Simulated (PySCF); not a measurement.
C₅H₈N (doublet state).
Geometry (GFN2-xTB, Å), atoms numbered from 1 in this order:
```xyz
14
C5H8N angstrom
C      2.3150    0.2890    0.4260
N      0.9056    0.0744    0.3826
C      0.2781    0.1483   -0.7071
C     -1.1711   -0.0667   -0.7725
C     -2.0216    0.5906    0.2399
C     -1.8764   -0.8483    0.3427
H      2.5162    1.1005    1.1272
H      2.7871   -0.6128    0.8197
H      2.7542    0.5340   -0.5520
H      0.7733    0.3891   -1.6624
H     -1.5649   -0.1920   -1.7744
H     -1.7396    1.3483    0.9409
H     -2.6817   -1.4946    0.0214
H     -1.2749   -1.2603    1.1455
```

The hyperfine couplings belong to this conformer and change with its torsions.

As a line formula: `C/N=C/[C@@H]1[CH]C1` [radical].

Method: UKS B3LYP, pcH-1 on C H N, non-relativistic, mean-field spin-orbit, GIAO (PySCF). One conformer (not necessarily the lowest) at the GFN2-xTB geometry, without solvent, vibrations or thermal averaging. A GFN2-xTB geometry isn't a minimum of the functional, and hyperfine couplings can be far from their values at a DFT geometry. The SCF solution wasn't tested for stability.

Mulliken spin populations: C1 -0.003, N2 +0.036, C3 -0.007, C4 -0.020, C5 +0.952, C6 -0.036, H7 +0.004, H8 +0.002, H9 0.000, H10 +0.001, H11 +0.028, H12 -0.015, H13 +0.036, H14 +0.023.

Question: Give the computed dipolar 1H tensors of H7, H8, H9, H10, H11, H13, H14.

Answer: 
```csv
atom,position,distance from C5 (Å),T1 (MHz),T2,T3
H7,5 bonds from C5,4.65,-0.91,-0.71,1.62
H8,5 bonds from C5,4.99,-0.82,-0.76,1.57
H9,5 bonds from C5,4.84,-0.79,-0.73,1.52
H10,"γ, 3 bonds from C5",3.39,-2.22,-0.98,3.20
H11,"β, 2 bonds from C5",2.21,-6.41,-3.94,10.35
H13,"β, 2 bonds from C5",2.20,-6.51,-4.12,10.62
H14,"β, 2 bonds from C5",2.19,-5.64,-1.95,7.59
```

Question: Estimate them with point dipoles: put each population ρk at its nucleus, leave out the nucleus itself and the atom bound to it, and sum T = Σ [ρk/(2S)]·C·(3 n nᵀ − 1)/r³ with C = μ0 gₑ μB g_N μN/(4π h) = 79.06 MHz Å³.

Answer: 
```
atom  T1 (MHz)     T2     T3  T3, computed  difference in T3 (%)
  H7     -1.07  -0.86   1.93          1.62                   +19
  H8     -0.96  -0.82   1.79          1.57                   +14
  H9     -0.93  -0.77   1.70          1.52                   +12
 H10     -2.20  -1.40   3.60          3.20                   +12
 H11     -6.95  -6.76  13.72         10.35                   +33
 H13     -7.30  -6.54  13.85         10.62                   +30
 H14     -7.57  -6.23  13.79          7.59                   +82
```

Question: If all the spin sat on C5, T∥ = 2C/r³. What distance does the computed T3 of H7 then imply?

Answer: r = (2 × 79.06/1.62)^(1/3) = 4.60 Å, against 4.65 Å in the structure.
